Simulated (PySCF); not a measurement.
Cost of one run: geometry optimisation, `CC[PH+]1C=C1`.

Method: PBE0-D3(BJ)/def2-SVP geometry optimisation, gas phase (PySCF 2.14.0). Work: geometry optimisation from a GFN2-xTB start, density fitting. A driver script takes a list of jobs; this job's settings line and coordinates (Å) are shown.

Input:
```
{"job": {"xc": "PBE0", "basis": "def2-SVP", "d3": "d3bj", "grid": 1, "kind": "geom"}, "charge": 1, "multiplicity": 1}
C     -1.483431    -0.626477     0.294779
C     -1.029605     0.550453    -0.560442
P      0.794019     0.752110    -0.489748
C      1.738313     0.195778     0.917576
C      1.872309    -0.621003    -0.122949
H     -2.564473    -0.718783     0.227175
H     -1.223763    -0.483499     1.341935
H     -1.044782    -1.561230    -0.048849
H     -1.482064     1.486733    -0.217332
H     -1.308939     0.407524    -1.609510
H      1.358474     1.779614    -1.219965
H      2.029624     0.360560     1.934467
H      2.339932    -1.521293    -0.464865
```

Hardware: one thread, Arm Neoverse V1 (aarch64), no GPU, shared host with 32 logical CPUs at a one-minute load of 9.1. PySCF's memory limit was set to 1120 MB.

Q: How large is the basis?

A: 114 functions.

Question: Which is nearest to the wall time?
A. 0.48 s
B. 29 s
C. 3.6 s

Answer: B. The run took 29 s. The run took 9 energy-and-gradient evaluations and 59 SCF cycles, 3.2 s an evaluation on average.

Q: Estimate the peak memory.

A: About 0.52 GiB. Peak memory is the resident size of the whole Python process, interpreter and libraries included.

Q: At this speed, how long would 500 such jobs take on 16 cores, one job a core?

A: 500/16 gives 32 rounds of 29 s, about 15 min of wall time and 4 core-hours, if the jobs don't slow each other.

The output:
```
step   0  E = -497.72657386  max force = 0.031941
step   1  E = -497.72801328  max force = 0.011082
step   2  E = -497.72891363  max force = 0.006161
step   3  E = -497.72952612  max force = 0.001592
step   4  E = -497.72957291  max force = 0.000810
step   5  E = -497.72959028  max force = 0.000338
step   6  E = -497.72960551  max force = 0.000557
step   7  E = -497.72962073  max force = 0.000689
step   8  E = -497.72963107  max force = 0.000426
optimisation converged
```

Energies in Eh; «max force» is the largest Cartesian gradient component in Eh/bohr.

The host was shared with other jobs, so the times are rough.
